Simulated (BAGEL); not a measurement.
# C2H5Al (SMILES C=[CH][AlH2]): a chain of runs

Aim: the energy (HF/cc-pVDZ), then a single-point energy (NEVPT2(2,2)/cc-pVDZ), then the energy (CASPT2(2,2)/cc-pVDZ) of C2H5Al. 

The results are computed with BAGEL 1.2.2.

2 further runs of the same task are left out: 2 set aside as unsound or not needed.

## Step 1: The structure to begin with

The species is C2H5Al (8 atoms), meant as a singlet with charge 0. As SMILES, `C=[CH][AlH2]`. One bond was lengthened or shortened from a relaxed shape.

Bond lengths: C1–C2 1.337 Å, C2–Al3 1.938 Å, C1–H4 1.089 Å, C1–H5 1.089 Å, C2–H6 1.090 Å, Al3–H7 1.588 Å, Al3–H8 1.350 Å. Angles: C1–C2–Al3 119.6°, C1–C2–H6 116.7°, Al3–C2–H6 123.7°, C2–C1–H4 121.7°, C2–C1–H5 123.0°, C2–Al3–H7 122.1°, C2–Al3–H8 116.8°, H4–C1–H5 115.3°, H7–Al3–H8 121.2°.

## Step 2: A single-point energy at HF/cc-pVDZ (density fitting with svp-jkfit) (run 1)

calc.json reads:

```json
{ "bagel": [

{
  "title": "molecule",
  "basis": "cc-pvdz.json",
  "df_basis": "svp-jkfit",
  "angstrom": true,
  "geometry": [
    { "atom": "C", "xyz": [   -1.168844,    0.651065,   -0.432576 ] },
    { "atom": "C", "xyz": [    0.060056,    0.472865,    0.062524 ] },
    { "atom": "Al", "xyz": [    0.791856,   -1.317435,    0.186424 ] },
    { "atom": "H", "xyz": [   -1.775844,   -0.186735,   -0.771076 ] },
    { "atom": "H", "xyz": [   -1.633944,    1.631165,   -0.527476 ] },
    { "atom": "H", "xyz": [    0.596656,    1.367965,    0.377124 ] },
    { "atom": "H", "xyz": [    2.245056,   -1.596035,    0.762124 ] },
    { "atom": "H", "xyz": [    0.004400,   -2.327000,   -0.241900 ] }
  ]
},
{ "title": "hf", "charge": 0 },
{ "title": "print", "file": "orbitals.molden", "orbitals": true }

]}
```

The basis set cc-pVDZ is read from a file made from the Basis Set Exchange's data (not shown).

Run with:

```bash
$ BAGEL_NUM_THREADS=1 BAGEL calc.json > calc.out
```

Output:

```text
* using 1 threads per process

  ===============================================================
  ===============================================================

  *** Geometry ***

  { "atom" : "C", "xyz" : [     -2.208795,      1.230335,     -0.817450 ] },
  { "atom" : "C", "xyz" : [      0.113489,      0.893585,      0.118153 ] },
  { "atom" : "Al", "xyz" : [      1.496391,     -2.489591,      0.352290 ] },
  { "atom" : "H", "xyz" : [     -3.355859,     -0.352878,     -1.457122 ] },
  { "atom" : "H", "xyz" : [     -3.087707,      3.082455,     -0.996785 ] },
  { "atom" : "H", "xyz" : [      1.127516,      2.585079,      0.712661 ] },
  { "atom" : "H", "xyz" : [      4.242541,     -3.016069,      1.440206 ] },
  { "atom" : "H", "xyz" : [      0.008315,     -4.397393,     -0.457125 ] },

  Number of auxiliary basis functions:      368

  Since a DF basis is specified, we compute 2- and 3-index integrals:
    o Being stored without compression. Storage requirement is 0.015 GB

  Number of basis functions:       71
  Number of electrons      :       30

    * METHOD: MOLECULE                             0.10

  *** RHF ***

  === Nuclear Repulsion ===
    84.9789977067

      * DIIS with orbital gradients will be used.

  === RHF iteration (cc-pvdz.json) ===
      0       -320.40770528          0.01452083           0.02
      1       -320.49369572          0.00624436           0.02
      2       -320.50751816          0.00141217           0.02
      3       -320.50852047          0.00017885           0.02
      4       -320.50853317          0.00007624           0.02
      5       -320.50853586          0.00001685           0.02
      6       -320.50853609          0.00000583           0.02
      7       -320.50853612          0.00000178           0.02
      8       -320.50853613          0.00000039           0.02
      9       -320.50853613          0.00000013           0.02
     10       -320.50853613          0.00000004           0.02
     11       -320.50853613          0.00000002           0.02
     12       -320.50853613          0.00000000           0.02
    * SCF iteration converged.

    * Permanent dipole moment:
           (    0.258647,    -0.158237,     0.092075) a.u.

    * METHOD: HF                                   0.36

    * METHOD: PRINT                                0.01

  ===============================================================
```

It took 0.64 s on 1 thread of Arm Neoverse V2, shared host; peak memory 0.18 GiB.

## Step 3: The energy at NEVPT2(2,2)/cc-pVDZ (density fitting with svp-jkfit) (run 2)

input.json reads:

```json
{ "bagel" : [

{
  "title" : "molecule",
  "basis" : "cc-pvdz.json",
  "df_basis" : "svp-jkfit",
  "angstrom" : "true",
  "geometry" : [
    { "atom" : "C", "xyz" : [      -1.168844,       0.651065,      -0.432576 ] },
    { "atom" : "C", "xyz" : [       0.060056,       0.472865,       0.062524 ] },
    { "atom" : "Al", "xyz" : [       0.791856,      -1.317435,       0.186424 ] },
    { "atom" : "H", "xyz" : [      -1.775844,      -0.186735,      -0.771076 ] },
    { "atom" : "H", "xyz" : [      -1.633944,       1.631165,      -0.527476 ] },
    { "atom" : "H", "xyz" : [       0.596656,       1.367965,       0.377124 ] },
    { "atom" : "H", "xyz" : [       2.245056,      -1.596035,       0.762124 ] },
    { "atom" : "H", "xyz" : [       0.004400,      -2.327000,      -0.241900 ] }
  ]
},

{
  "title" : "hf"
},

{
  "title" : "nevpt2",
  "nstate" : 1,
  "nact" : 2,
  "nclosed" : 14,
  "active" : [13, 19],
  "maxiter" : 200,
  "natocc" : "true",
  "ncore" : 7
},

{
  "title" : "print",
  "file" : "orbitals.molden",
  "orbitals" : "true"
}

]}
```

The basis set cc-pVDZ is read from a file made from the Basis Set Exchange's data (not shown).

Run with:

```bash
$ BAGEL_NUM_THREADS=1 BAGEL input.json > input.out
```

Output:

```text
* using 1 threads per process

  ===============================================================
  ===============================================================

  *** Geometry ***

  { "atom" : "C", "xyz" : [     -2.208795,      1.230335,     -0.817450 ] },
  { "atom" : "C", "xyz" : [      0.113489,      0.893585,      0.118153 ] },
  { "atom" : "Al", "xyz" : [      1.496391,     -2.489591,      0.352290 ] },
[... 4 lines of this table left out ...]
  { "atom" : "H", "xyz" : [      0.008315,     -4.397393,     -0.457125 ] },

  Number of auxiliary basis functions:      368

  Since a DF basis is specified, we compute 2- and 3-index integrals:
    o Being stored without compression. Storage requirement is 0.015 GB

[... 18 lines left out ...]
    * SCF iteration converged.
[... 1 line left out ...]
    * Permanent dipole moment:
[... 28 lines left out ...]
    * Second-order optimization converged. *

     guess   0:   closed 1.                   open ..

  === FCI iteration ===

      0  0      -320.50842388     6.75e-02      0.00
      1  0      -320.52005327     6.42e-04      0.00
      2  0 *    -320.52005509     3.38e-16      0.00

     * ci vector, state   0, <S^2> = 0.0000
       2.     0.9963104958
       .2    -0.0858218854

  === DF-NEVPT2 calculation ===

    * 3-index integral transformation done
    * assembly done

      NEVPT2 correlation energy:   -0.3217329608      0.07

          (+0)     -0.2978980732
          (+0)'    -0.0008511769
          (+1)     -0.0027060095
          (+1)'    -0.0000000000
          (+2)     -0.0000593414
          (-1)     -0.0087317059
          (-1)'     0.0000000000
          (-2)     -0.0114866540

      NEVPT2 total energy:       -320.8417880524

    * METHOD: NEVPT2                               2.21

    * METHOD: PRINT                                0.01

  ===============================================================
```

It took 2.8 s on 1 thread of Arm Neoverse V2, shared host; peak memory 0.18 GiB.

## Step 4: A single-point energy at CASPT2(2,2)/cc-pVDZ (density fitting with svp-jkfit) (run 3)

caspt2.json reads:

```json
{ "bagel": [

{
  "title": "molecule",
  "basis": "cc-pvdz.json",
  "df_basis": "svp-jkfit",
  "angstrom": true,
  "geometry": [
    { "atom": "C", "xyz": [   -1.168844,    0.651065,   -0.432576 ] },
    { "atom": "C", "xyz": [    0.060056,    0.472865,    0.062524 ] },
    { "atom": "Al", "xyz": [    0.791856,   -1.317435,    0.186424 ] },
    { "atom": "H", "xyz": [   -1.775844,   -0.186735,   -0.771076 ] },
    { "atom": "H", "xyz": [   -1.633944,    1.631165,   -0.527476 ] },
    { "atom": "H", "xyz": [    0.596656,    1.367965,    0.377124 ] },
    { "atom": "H", "xyz": [    2.245056,   -1.596035,    0.762124 ] },
    { "atom": "H", "xyz": [    0.004400,   -2.327000,   -0.241900 ] }
  ]
},
{
  "title": "hf"
},
{
  "title": "casscf",
  "nstate": 1,
  "nact": 2,
  "nclosed": 14,
  "active": [13, 19],
  "maxiter": 200,
  "natocc": true
},
{
  "title": "print",
  "file": "orbitals.molden",
  "orbitals": true
},
{
  "title": "smith",
  "method": "caspt2",
  "ms": true,
  "xms": true,
  "sssr": true,
  "shift": 0.2,
  "shift_imag": true,
  "ncore": 7
}

]}
```

The basis set cc-pVDZ is read from a file made from the Basis Set Exchange's data (not shown).

Run with:

```bash
$ BAGEL_NUM_THREADS=1 BAGEL caspt2.json > caspt2.out
```

Output:

```text
* using 1 threads per process

  ===============================================================
  ===============================================================

  *** Geometry ***

  { "atom" : "C", "xyz" : [     -2.208795,      1.230335,     -0.817450 ] },
  { "atom" : "C", "xyz" : [      0.113489,      0.893585,      0.118153 ] },
  { "atom" : "Al", "xyz" : [      1.496391,     -2.489591,      0.352290 ] },
[... 4 lines of this table left out ...]
  { "atom" : "H", "xyz" : [      0.008315,     -4.397393,     -0.457125 ] },

  Number of auxiliary basis functions:      368

  Since a DF basis is specified, we compute 2- and 3-index integrals:
    o Being stored without compression. Storage requirement is 0.015 GB

[... 18 lines left out ...]
    * SCF iteration converged.
[... 1 line left out ...]
    * Permanent dipole moment:
[... 27 lines left out ...]
    * Second-order optimization converged. *
[... 9 lines left out ...]
     * ci vector, state   0, <S^2> = 0.0000
[... 16 lines left out ...]
    * Zeroth order energy : state  0       -0.9653172318
[... 4 lines left out ...]
       #      aibj      arbs      arbi      airj      risj      airs      arst      rist         Etot      error   time
[... 2 lines left out ...]
       0  -0.29639  -0.01397  -0.00877  -0.00319  -0.00010  -0.00078  -0.00000  -0.00000   -0.3231954  0.0011403   0.03
       1  -0.29658  -0.01401  -0.00880  -0.00335  -0.00012  -0.00083   0.00000  -0.00000   -0.3236774  0.0002527   0.03
       2  -0.29659  -0.01400  -0.00881  -0.00336  -0.00011  -0.00083  -0.00000  -0.00000   -0.3236976  0.0000702   0.03
       3  -0.29659  -0.01400  -0.00881  -0.00335  -0.00012  -0.00083  -0.00000  -0.00000   -0.3236989  0.0000180   0.03
       4  -0.29658  -0.01400  -0.00881  -0.00335  -0.00012  -0.00083   0.00000  -0.00000   -0.3236991  0.0000039   0.03
       5  -0.29659  -0.01400  -0.00881  -0.00335  -0.00012  -0.00083  -0.00000  -0.00000   -0.3236991  0.0000008   0.03

      ------------------------------------------------------------------------------------------------------------------

    * CASPT2 energy : state  0     -320.8461283838
        w/o shift correction       -320.8437541518
        reference weight              0.8868971194

    * METHOD: SMITH                                0.24

  ===============================================================
```

Run time: 3.3 s. Hardware: 1 thread of Arm Neoverse V2, shared host; peak memory 0.18 GiB.

## Step 5: Results

| quantity | value |
| --- | --- |
| run 1, HF/cc-pVDZ: total energy | -320.50854 Eh |
| run 1, HF/cc-pVDZ: dipole moment | 0.81 D |
| run 1, HF/cc-pVDZ: HOMO energy | -10.24 eV |
| run 1, HF/cc-pVDZ: LUMO energy | 1.34 eV |
| run 1, HF/cc-pVDZ: HOMO–LUMO gap | 11.58 eV |
| run 2, NEVPT2(2,2)/cc-pVDZ: total energy | -320.84179 Eh |
| run 3, CASPT2(2,2)/cc-pVDZ: total energy | -320.84613 Eh |
